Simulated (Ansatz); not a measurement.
[AlH3]− (SMILES [AlH3-]): methods side by side

[AlH3]− has 4 atoms, charge -1, and is taken as a doublet. As SMILES, `[AlH3-]`. Geometry: a GFN2-xTB relaxation, a rough one for these elements and not checked as a minimum.

```jsonl
{"atom": "Al", "x (Å)": "-0.1611", "y (Å)": "0.4553", "z (Å)": "-0.3073"}
{"atom": "H", "x (Å)": "0.4719", "y (Å)": "0.7541", "z (Å)": "1.2244"}
{"atom": "H", "x (Å)": "-1.3501", "y (Å)": "-0.6839", "z (Å)": "0.0505"}
{"atom": "H", "x (Å)": "1.0393", "y (Å)": "-0.5256", "z (Å)": "-0.9677"}
```

Quantity: the energy change with the Al1–H2 bond stretched from 1.684 to 3.368 Å, in eV. The values are calculated.

```csv
level,kind,program,value (eV),CPU time (all runs)
UHF/6-31G* (spherical functions),Hartree–Fock,Ansatz,2.27,0.49 s
USVWN5/6-31G* (spherical functions),LDA,Ansatz,2.28,1.6 s
U-revPBE/6-31G* (spherical functions),GGA,Ansatz,2.14,3 s
U-r2SCAN/6-31G* (spherical functions),meta-GGA,Ansatz,2.28,7.4 s
UPBE0/6-31G* (spherical functions),global hybrid,Ansatz,2.36,3.4 s
U-wB97X/6-31G* (spherical functions),range-separated hybrid,Ansatz,2.48,21 s
RPA@PBE/6-31G* (spherical functions),RPA,Ansatz,2.06,3.9 s
UCCSDT/6-31G* (spherical functions),coupled cluster or CI,Ansatz,2.29,2.5 s
FCI/3-21G,exact in the basis,Ansatz,2.23,4 s
```

Sets without diffuse functions describe the anion poorly. The first shape isn't each level's own minimum. The values span 2.06 to 2.48 eV. Spin contamination of the reference (⟨S²⟩ at least 0.1 too high) touches UHF/6-31G*, U-r2SCAN/6-31G*, UPBE0/6-31G*, U-wB97X/6-31G*, UCCSDT/6-31G*. The coupled-cluster rows rest on a doubtful reference here (large T1 or Brueckner and Hartree–Fock orbitals at odds), and rows may lie in different states. High-level rows in very small sets aren't better than simpler rows in larger ones. CPU times are rough (shared hosts, several kinds of processor): they show what a rung costs within a factor of a few.
